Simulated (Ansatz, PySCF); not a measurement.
Gas-phase reaction in SMILES: O (H2O) + H+ → [OH3+]
Each molecule is optimised on its own at B3LYP-D3(BJ)/def2-TZVP (Ansatz, a first-principles code).

Property: proton affinity (enthalpy at 298 K, with B3LYP-D3(BJ) rigid-rotor harmonic-oscillator terms from PySCF), positive where the reaction releases energy, in kcal/mol. Cores are frozen in the correlated levels unless marked. Spin-orbit coupling is left out. No relativistic terms. CBS(X,Y): correlation extrapolated as X^-3; Hartree-Fock from the larger set (for Q and 5 zeta extrapolated as (X+1)exp(-9√X)).

```json
[
 {"level": "HF/cc-pVTZ", "program": "Ansatz", "proton affinity (kcal/mol)": "170.4", "minus last row": "6.0"},
 {"level": "BP86/def2-TZVPD", "program": "PySCF", "proton affinity (kcal/mol)": "163.9", "minus last row": "-0.5"},
 {"level": "B3LYP-D3(BJ)/def2-TZVPD", "program": "Ansatz + dftd3", "proton affinity (kcal/mol)": "163.9", "minus last row": "-0.5"},
 {"level": "r2SCANh/def2-TZVPD", "program": "Ansatz", "proton affinity (kcal/mol)": "165.4", "minus last row": "1.0"},
 {"level": "LC-wPBE-D3(BJ)/def2-TZVPD", "program": "Ansatz + dftd3", "proton affinity (kcal/mol)": "166.0", "minus last row": "1.6"},
 {"level": "MP2/cc-pVDZ", "program": "Ansatz", "proton affinity (kcal/mol)": "172.8", "minus last row": "8.4"},
 {"level": "SCS-MP2/cc-pVDZ", "program": "Ansatz", "proton affinity (kcal/mol)": "173.6", "minus last row": "9.2"},
 {"level": "SCS-MP2/def2-TZVPP", "program": "Ansatz", "proton affinity (kcal/mol)": "166.9", "minus last row": "2.5"},
 {"level": "CCSD(T) with core electrons/cc-pwCVTZ", "program": "Ansatz", "proton affinity (kcal/mol)": "168.5", "minus last row": "4.1"},
 {"level": "CCSD(T)/CBS(cc-pVQZ,cc-pV5Z)", "program": "Ansatz", "proton affinity (kcal/mol)": "164.4", "minus last row": "0.0"}
]
```
